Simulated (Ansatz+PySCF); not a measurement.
Values are calculated unless marked as measured or tabulated.
## PySCF 2.14.0 run

```python
from pyscf import gto, scf, mp

mol = gto.M(atom="""
Na 0.000010 0.000000 -1.221480
O -0.000060 0.000000 1.158710
H 0.000400 0.758140 1.719610
H 0.000400 -0.758140 1.719610
""", basis={'H': 'cc-pvtz', 'Na': 'cc-pcvtz', 'O': 'cc-pvtz'}, charge=0, spin=1)
mf = scf.UHF(mol)
mf.kernel()
pt = mp.MP2(mf, frozen=2).run()
print(mf.e_tot, pt.e_corr, pt.e_tot)
```

The script is written out from the run's settings.

The run gave:

* Converged: yes
* Reference energy: -237.92482 hartree
* Correlation energy: -0.52825 hartree
* Total energy: -238.45307 hartree
* Spin squared of the determinant: 0.750
